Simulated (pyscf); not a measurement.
Single points on ωB97X-D3(BJ)/def2-SVP structures (PySCF, gas phase).

**Question.** Estimate by transition-state theory the rate constant of `[CH3][Zn][NH2]` + `[CH3]` [doublet] -> `[CH3][CH3]` + `[NH2][Zn]` [doublet] (doublet surface; C–Zn broken, C–C formed) at 1200 K, with ωB97M-D3(BJ)/def2-TZVP energies (ideal gas, 1 atm, RRHO with modes under 100 cm⁻¹ raised to 100, one conformer, R ln 2 for chiral ones without a mode under 150 cm⁻¹; no tunnelling).

**Answer.** The electronic barrier is 29.1 kcal/mol and the thermal terms add +40.8, so ΔG‡ = 69.9 kcal/mol. With k_BT/h = 2.50e+13 s⁻¹ and RT = 2.385 kcal/mol, and a volume of 1.64e-19 cm³ per molecule at 1 atm, k = 7.6e-19 cm³ molecule⁻¹ s⁻¹. Wigner's tunnelling factor for 1102i cm⁻¹ would be 1.07. A shift of 1 kcal/mol in the barrier changes k by a factor 1.5. One saddle was located; it need not be the lowest between these sides. The angle at the attacked C is 177°. Elements up to Kr have no core potential and no relativistic terms here.
